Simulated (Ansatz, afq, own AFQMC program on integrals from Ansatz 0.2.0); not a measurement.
## SiHBr, triplet in cc-pVTZ, levels against CCSDT(Q)

```yaml
atoms:
  - { symbol: Br, position_ang: [0.0000, 0.0000, -1.6097] }
  - { symbol: H, position_ang: [0.0000, 0.0000, -0.0677] }
  - { symbol: Si, position_ang: [0.0000, 0.0000, 1.6773] }
```

Connectivity, by distances: Br ··· Si, 1 bridging H.

Basis cc-pVTZ. Noble-gas cores (and the filled d shells of Ga–Kr and In–Xe) are frozen. AFQMC by an in-house program on the Cholesky factors that Ansatz 0.2.0 writes for its CCSD(T) run. The CISD trial takes its coefficients from CCSD amplitudes. Released means that phaseless walkers are propagated on without the constraint, phases kept. Error bars are statistical, one sigma. No spin–orbit coupling.

Determinant: UHF, the one that the program's search chose, which needn't be the lowest solution. The geometry is a point of a scan.

No full CI on the walks' own integrals is used here; CCSDT(Q) serves as the reference and is uncertain by about the last step of the cluster series.

Cautions: no relativity below Rb; no spin-orbit coupling; inner d shell frozen; lower spins were not checked; the released energies move by 1.5 errors or more from one time to the next, so no released level is given (meV from the phaseless value at times in 1/Eh: -4 ± 4 at 0.24, -13 ± 4 at 0.51, -14 ± 6 at 0.99, -14 ± 7 at 1.62, -23 ± 5 at 2.40), though the last usable value meets CCSDT(Q) within the noise.

The T1 diagnostic is 0.0139 and the weight of the determinant in the CISD state is 0.857. The ⟨S²⟩ of the determinant is 2.033 and the size of the correlated space is 12 electrons in 72 orbitals.

Reference: CCSDT(Q), correlation energy -7.945 eV.

| level | E − E(reference) (meV) | share of correlation (%) |
| --- | --- | --- |
| HF | 7945.4 | 0.00 |
| MP2 | 1297.5 | 83.67 |
| CCSD | 358.2 | 95.49 |
| CCSD(T) | 51.4 | 99.35 |
| CCSDT | 14.5 | 99.82 |
| ph-AFQMC/CISD | 17.7 ± 4.0 | 99.78 |

A walk keeps the symmetry of its determinant, which the program's search chose and which needn't be the lowest solution, so a lower state of the same spin and another symmetry isn't excluded.
